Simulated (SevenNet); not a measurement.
## fcc Al

Calculation: the machine-learned potential SevenNet-0 (trained on PBE and PBE+U data).

Cell: relaxed at this level.

For fcc Al, the lattice constant a comes out as 4.038 Å and the equilibrium volume per atom comes out as 16.46 Å³/atom. The vacancy formation energy comes out as 0.59 eV.

Measured, for comparison: lattice constant a 4.018 Å, equilibrium volume per atom 16.22 Å³/atom (static lattice: zero-point anharmonic expansion removed; as tabulated in Mejia-Rodriguez and Trickey (2018), arXiv:1807.09216); vacancy formation energy 0.66 eV (no zero-point or thermal correction, monovacancy; as tabulated in Garrity and Choudhary (2023), arXiv:2112.11585). Computed (rounded) less measured: lattice constant a +0.5 %, equilibrium volume per atom +1.5 %, vacancy formation energy -0.070 eV.

A machine-learned potential is trained on density-functional data: it inherits that level's misses and adds fitting errors of its own.
